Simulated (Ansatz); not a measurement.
Ansatz results at the PBE0-D4/def2-TZVP geometry: HOMO–LUMO gap (PBE0/def2-TZVPP) 6.74 eV; LUMO energy (PBE0/def2-TZVPP) 0.45 eV; size of the dipole moment (PBE/def2-TZVPP) 0.86 D.

Each molecule was computed in one conformer, which needn't be the lowest.

(1) Which molecule gave them?
A. `C=C(N)CF`
B. `C=C(O)SS`
C. `NC/C=C\F`
D. `C/C(F)=C/N`

## Answers

(1) A. The others give `C=C(O)SS`: 5.47, -1.15, 1.49; `NC/C=C\F`: 7.34, 0.35, 0.47; `C/C(F)=C/N`: 6.86, 1.10, 1.64.
